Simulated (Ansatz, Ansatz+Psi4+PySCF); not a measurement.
```yaml
atoms:
  - { symbol: Si, position_ang: [0.0000, 0.0000, 0.0000] }
  - { symbol: H, position_ang: [0.8273, 0.8273, 0.8273] }
  - { symbol: H, position_ang: [-0.8273, -0.8273, 0.8273] }
  - { symbol: H, position_ang: [-0.8273, 0.8273, -0.8273] }
  - { symbol: H, position_ang: [0.8273, -0.8273, -0.8273] }
```

Basis set: cc-pVTZ on H; cc-pV(T+d)Z on Si (spherical functions). Left uncorrelated: 5 orbitals. Charge 0, multiplicity 1.

Computed with Ansatz (development build ahead of 0.2.0); each method stands on the lowest determinant of its kind that the runs found. Restricted open shells among the atoms or ions are ROHF, correlated in semicanonical orbitals with singles.

(1) Give the atomization energy at this shape (free ground-state atoms in the same class of orbitals less the molecule, no zero-point energy) of singlet SiH₄ by RHF-CCSD(T), RHF-MP2, RHF.

## Answers

(1)

```tsv
method	atomization energy
RHF-CCSD(T)	316.42 kcal/mol
RHF-MP2	308.78 kcal/mol
RHF	256.88 kcal/mol
```
